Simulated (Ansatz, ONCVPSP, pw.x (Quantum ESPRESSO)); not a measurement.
## niobium (Nb): does the ONCV potential hold in the solid?

```
Element                 : niobium (Nb)
Generator               : ONCVPSP 4.0.1.1 (patched build)
Type                    : optimised norm-conserving Vanderbilt (ONCV)
Functional              : LDA (Perdew-Wang 92)
Relativity              : scalar-relativistic
Frozen core             : [Ar] 3d10
Valence charge          : 13
Reference configuration : 4s2 4p6 4d4 5s1
Partial waves           : 4s+5s: rc 2.25 bohr, ncon 3, nbas 7, qcut 4.8 1/bohr, 2 projectors; 4p: rc 1.50 bohr, ncon 4, nbas 8, qcut 8.7 1/bohr, 2 projectors, debl 1.6 Ha; 4d: rc 2.35 bohr, ncon 4, nbas 9, qcut 6.5 1/bohr, 2 projectors, debl 0.6 Ha
Local potential         : polynomial inside 1.45 bohr (lpopt 5, dvloc0 0 Ha)
Core correction         : Teter function, fcfact 3, rcfact 1.7
```

Crystal test: sc Nb in pw.x 7.5, no spin, 12³ k-points, Fermi–Dirac smearing 0.01 Ry, cutoffs 75/300 Ry. The lattice is a test structure that the element need not adopt, and mesh and smearing are coarse.

pw.x input:

```
&control
  calculation='scf', prefix='x', pseudo_dir='./', outdir='./tmp', tstress=.true., disk_io='none'
/
&system
  ibrav=0, nat=1, ntyp=1, ecutwfc=75, ecutrho=300, nbnd=14,
  occupations='smearing', smearing='fd', degauss=0.01
/
&electrons
  conv_thr=1e-09, mixing_beta=0.4, electron_maxstep=70
/
ATOMIC_SPECIES
Nb 1.0 Nb.UPF
CELL_PARAMETERS angstrom
  2.65735467 0.00000000 0.00000000
  0.00000000 2.65735467 0.00000000
  0.00000000 0.00000000 2.65735467
ATOMIC_POSITIONS crystal
Nb 0.0000 0.0000 0.0000
K_POINTS automatic
12 12 12 0 0 0
```

```bash
pw.x < Nb.scf.in > Nb.scf.out
```

Task: How does the run end?

Result: It converges; the pressure is 1.73 GPa against 1.48 GPa from all-electron LAPW. Atomic configuration tests: 1 of 4 tests not solved or not reliable. The log shows:

```
     charge density cutoff     =     300.0000  Ry
     scf convergence threshold =      1.0E-09
     Exchange-correlation= SLA  PW   NOGX NOGC
     number of k points=    84  Fermi-Dirac smearing, width (Ry)=  0.0100
     iteration #  1     ecut=    75.00 Ry     beta= 0.40
     total energy              =    -122.92504432 Ry
     estimated scf accuracy    <       0.05751456 Ry
     iteration #  2     ecut=    75.00 Ry     beta= 0.40
     total energy              =    -122.92776044 Ry
     estimated scf accuracy    <       0.00673570 Ry
     iteration #  3     ecut=    75.00 Ry     beta= 0.40
     total energy              =    -122.92837545 Ry
     estimated scf accuracy    <       0.00065829 Ry
     iteration #  4     ecut=    75.00 Ry     beta= 0.40
     total energy              =    -122.92840303 Ry
     estimated scf accuracy    <       0.00000937 Ry
     iteration #  5     ecut=    75.00 Ry     beta= 0.40
     total energy              =    -122.92840451 Ry
     estimated scf accuracy    <       0.00000072 Ry
     iteration #  6     ecut=    75.00 Ry     beta= 0.40
     total energy              =    -122.92840466 Ry
     estimated scf accuracy    <       0.00000003 Ry
     iteration #  7     ecut=    75.00 Ry     beta= 0.40
     total energy              =    -122.92840465 Ry
     estimated scf accuracy    <          6.2E-09 Ry
     iteration #  8     ecut=    75.00 Ry     beta= 0.40
     the Fermi energy is    16.8612 ev
!    total energy              =    -122.92840465 Ry
     estimated scf accuracy    <          3.7E-10 Ry
     smearing contrib. (-TS)   =      -0.00445387 Ry
     The total energy is F=E-TS. E is the sum of the following terms:
     one-electron contribution =     -21.27743226 Ry
     hartree contribution      =      17.63237461 Ry
     xc contribution           =     -23.79212653 Ry
     ewald contribution        =     -95.48676661 Ry
     convergence has been achieved in   8 iterations
          total   stress  (Ry/bohr**3)                   (kbar)     P=       17.33
     Message from routine punch:
     Nothing written, as per user request (disk_io='none')
```
